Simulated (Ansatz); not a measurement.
# C2H4F2OS: single point in a Gaussian basis in Python

A script is to give a single point in a Gaussian basis; the system is C2H4F2OS. SMILES: O=S(CF)CF.

Computed with Ansatz 0.2.0 through its Python package. Level of theory: Hartree-Fock/6-31G*.

### 1 The system

Bond lengths: O1–S2 1.523 Å, S2–C3 1.802 Å, C3–F4 1.382 Å, S2–C5 1.802 Å, C5–F6 1.382 Å, C3–H7 1.109 Å, C3–H8 1.110 Å, C5–H9 1.109 Å, C5–H10 1.110 Å. Angles (14 of 15 angles, heavy atoms first): O1–S2–C3 103.6°, O1–S2–C5 103.5°, C3–S2–C5 104.3°, S2–C3–F4 109.5°, S2–C5–F6 109.5°, S2–C3–H7 109.5°, S2–C3–H8 109.9°, F4–C3–H7 109.3°, F4–C3–H8 109.4°, S2–C5–H9 109.4°, S2–C5–H10 109.9°, F6–C5–H9 109.3°, F6–C5–H10 109.4°, H7–C3–H8 109.3°.

No structure file is read: the coordinates are typed or built in the script.

### 2 The script

Contents of c2h4f2os.py:

```python
import sys

import ansatz as az
import numpy as np
from rdkit import Chem
from rdkit.Chem import AllChem

rd = Chem.AddHs(Chem.MolFromSmiles("O=S(CF)CF"))
AllChem.EmbedMolecule(rd, randomSeed=967)
AllChem.UFFOptimizeMolecule(rd)
geometry = az.Crystal.molecule()
for atom, xyz in zip(rd.GetAtoms(), rd.GetConformer().GetPositions()):
    geometry = geometry.atom(atom.GetSymbol(), xyz.round(5).tolist())

calc = (
    geometry.calculation()
    .basis(gaussian="6-31G*")
    .functional("HF")
    .scf(lower_state_search="standard")
    .forces()
)
try:
    data = calc.run().report
except az.AnsatzError as error:
    sys.exit(f"{type(error).__name__}: {error}")

print("reference energy %16.6f eV" % data["reference_energy_ev"])
print("total energy     %16.6f eV" % data["free_energy_ev"])
print("occupied (up, down):", data["n_occupied"], " virtual:", data["n_virtual"], " frozen:", data["n_frozen"])

field = data["mean_field"]
print("<S^2> =", round(abs(field["state"]["spin_squared"]), 4), " relativity:", field["relativity"])
print("passes:", field["passes"])
if "symmetry" in field:
    print("occupied orbitals by irrep:", field["symmetry"]["occupied"])

symbols = [site.symbol for site in geometry.cartesian_sites]
forces = np.array(data["forces_ev_ang"])
print("largest force", round(float(np.linalg.norm(forces, axis=1).max()), 4), "eV/A, rms", round(float(np.sqrt((forces ** 2).mean())), 4))

charges = data["charge_distribution"]
dipole = np.array(charges["dipole_moment_e_ang"]) * 4.803205
print("dipole (D): {:.3f} {:.3f} {:.3f}, length {:.3f}".format(*dipole, np.linalg.norm(dipole)))
print("atom  Mulliken   Lowdin")
for symbol, m, l in zip(symbols, charges["mulliken_charges_e"], charges["lowdin_charges_e"]):
    print(f"{symbol:4s} {m:9.3f} {l:8.3f}")
```

### 3 The input behind the calls

The engine receives this input:

```yaml
crystal:
  periodic: [false, false, false]
  atoms:
    - { symbol: O, position_ang: [0.14615, 1.92341, -0.56933] }
    - { symbol: S, position_ang: [0.05982, 0.43215, -0.86566] }
    - { symbol: C, position_ang: [1.38008, -0.27564, 0.13666] }
    - { symbol: F, position_ang: [2.60397, 0.12982, -0.36008] }
    - { symbol: C, position_ang: [-1.45379, -0.07647, -0.02997] }
    - { symbol: F, position_ang: [-1.60672, -1.44504, -0.14316] }
    - { symbol: H, position_ang: [1.31878, -1.3828, 0.10018] }
    - { symbol: H, position_ang: [1.27882, 0.06344, 1.1886] }
    - { symbol: H, position_ang: [-2.32218, 0.42895, -0.50047] }
    - { symbol: H, position_ang: [-1.40493, 0.20218, 1.04323] }
basis:
  gaussian:
    orbitals: "6-31G*"
hamiltonian:
  xc: hf
scf:
  lower_state_search: standard
output:
  forces: true
```

### 4 The run

On the command line:

```sh
$ python c2h4f2os.py
```

**Question.** What results will this script give? Wanted: total energy; largest force; dipole moment.

**Answer**, as computed:

| quantity | value |
| --- | --- |
| total energy | -20386.8166 eV |
| largest force | 2.673 eV/Å |
| dipole moment | 3.96 D |

In words: Forces reach 2.67 eV/Å, so the atoms aren't at rest. The geometry is a force-field or estimated start, not a minimum of this method, and the basis set is short of its limit. The Löwdin charges here are taken after orthogonalising the functions within each atom; they differ from plain Löwdin charges, and their signs can be unphysical.
